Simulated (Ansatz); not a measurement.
Two members of one family ((X3Si)2Y), computed with Ansatz in the gas phase. The two geometries come from different levels. Binding counts from free atoms in the multiplicity of their measured ground term, without zero-point energy. A dash marks a value that wasn't run or was left out as unsound. The structures are stationary points that may keep the symmetry of their start. Remarks come from the PBE and PBE0 runs and from stability tests at other levels; not every state was tested. HOMO above LUMO (over both spins in singlets and doublets, within one spin in higher multiplets; at PBE or PBE0), or a gap under 0.15 eV within one spin, warns that the state may not be the lowest or that an electron is smeared out.

First: (H3Si)2O (singlet, charge 0, r2SCAN-D4/def2-TZVP geometry).

Cartesian coordinates in Å:
```
Si 0.133 -0.804 1.339
H -1.122 -0.453 2.052
H 1.273 -0.747 2.284
H 0.009 -2.179 0.792
O 0.413 0.264 0.133
Si -0.070 0.845 -1.319
H 0.805 1.984 -1.677
H 0.042 -0.213 -2.356
H -1.481 1.302 -1.248
```

```
              level  HOMO (eV)  LUMO (eV)  gap (eV)  vertical IE (eV)  binding per atom (eV)
    PBE-D4/def2-SVP      -7.17      -0.60      6.57                 –                   3.25
r2SCAN-D4/def2-TZVP      -7.68      -0.67      7.01             10.54                   3.34
   PBE0-D4/def2-SVP      -8.64       0.31      8.95                 –                   3.23
  PBE0-D4/def2-TZVP      -8.74      -0.22      8.52             10.79                   3.28
  LC-ωPBE/def2-TZVP     -11.50       1.97     13.47                 –                   3.30
```

Remarks: gap within one spin near zero at PBE or PBE0 (+1 doublet), HOMO above LUMO (+1 doublet).

Second: (H3Si)2S (singlet, charge 0, PBE-D4/def2-TZVP geometry).

```xyz
9

Si   -0.2988    0.4148    1.5379
H     1.1429    0.7907    1.6574
H    -0.4390   -1.0488    1.8087
H    -1.1111    1.1947    2.5173
S    -1.0690    0.9145   -0.4072
Si    0.2268   -0.3530   -1.5656
H     0.0415   -1.7893   -1.1962
H     1.6611    0.0160   -1.3600
H    -0.1543   -0.1397   -2.9922
```

**Question.** What does the change do? Estimate second minus first.

**Answer.** 
| level | Δ HOMO (eV) | Δ LUMO (eV) | Δ gap (eV) | Δ vertical IE (eV) | Δ binding per atom (eV) |
| --- | --- | --- | --- | --- | --- |
| PBE-D4/def2-SVP | 0.93 | -0.24 | -1.17 | – | -0.28 |
| r2SCAN-D4/def2-TZVP | 1.05 | -0.08 | -1.12 | -1.05 | -0.30 |
| PBE0-D4/def2-SVP | 1.17 | -0.30 | -1.47 | – | -0.27 |
| PBE0-D4/def2-TZVP | 1.20 | -0.05 | -1.25 | -1.23 | -0.28 |
| LC-ωPBE/def2-TZVP | 1.31 | -0.08 | -1.38 | – | -0.32 |
